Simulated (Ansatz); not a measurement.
Input for Ansatz (development build ahead of 0.2.0):

```yaml
crystal:
  periodic: [false, false, false]
  atoms:
    - { symbol: Mg, position_ang: [0.0, 0.0, 0.0] }
    - { symbol: Si, position_ang: [0.0, 2.1082, 1.2172] }
    - { symbol: Si, position_ang: [0.0, -2.1082, 1.2172] }
basis:
  gaussian: { orbitals: pcseg-2 }
magnetization:
  spin_polarized: true
  initial_magnetization: 2
hamiltonian:
  xc: pbe
```

The input is written out in the form of the current development build from the run's settings.

Results

| Property | Result |
| --- | --- |
| Converged | yes |
| Total energy | -778.49859 hartree |
| Spin squared of the determinant | 2.872 |
| Stability test | minimum |

Caution: the unrestricted determinant is a mixture of spin states; other spin multiplicities may lie lower.
